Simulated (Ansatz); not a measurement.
S2 (triplet), 2 atoms. Charge 0, multiplicity 3. All runs use 2 threads of an AMD EPYC 7R13 on a shared host. Correlated methods freeze the cores. Open-shell runs search over several starts.

(1) How many basis functions does each run have, and how long does it take in Ansatz? UKS PBE0-D4/def2-SVP energy; UKS B3LYP-D4/def2-TZVPP energy and forces; UHF-CCSD(T)/cc-pV(Q+d)Z energy; UHF-CCSD(T)/def2-TZVPP energy; UKS ωB97M-V/def2-QZVPP energy; UKS PBE-QIDH (frozen core)/def2-TZVPP energy; UHF-CCSD(T)/cc-pV(T+d)Z energy; UKS ωB97M-V/def2-SVP energy; UHF-CCSD(T)/cc-pV(D+d)Z energy; UHF-CCSD(T)/def2-QZVPP energy; UKS BHLYP-D4/def2-TZVPP energy; UKS SPW92 (LDA)/def2-TZVPP energy. (An estimate is asked.)

Results:

(1) The calculation gave: Other jobs shared the machine, so times are rough.

```tsv
level	job	functions	wall time	peak host memory (GiB)
UKS SPW92 (LDA)/def2-TZVPP	energy	84	0.62 s	0.21
UKS PBE0-D4/def2-SVP	energy	36	1.1 s	0.21
UKS BHLYP-D4/def2-TZVPP	energy	84	1.9 s	0.21
UKS B3LYP-D4/def2-TZVPP	energy and forces	84	2.1 s	0.21
UHF-CCSD(T)/cc-pV(D+d)Z	energy	46	2.7 s	0.21
UKS ωB97M-V/def2-SVP	energy	36	2.8 s	0.21
UHF-CCSD(T)/cc-pV(T+d)Z	energy	78	4.1 s	0.24
UKS PBE-QIDH (frozen core)/def2-TZVPP	energy	84	4.1 s	0.21
UHF-CCSD(T)/def2-TZVPP	energy	84	5.5 s	0.29
UKS ωB97M-V/def2-QZVPP	energy	140	12 s	0.33
UHF-CCSD(T)/cc-pV(Q+d)Z	energy	128	18 s	0.83
UHF-CCSD(T)/def2-QZVPP	energy	140	25 s	1.1
```

B3LYP here is the variant with VWN-RPA as its local correlation; programs differ in this.
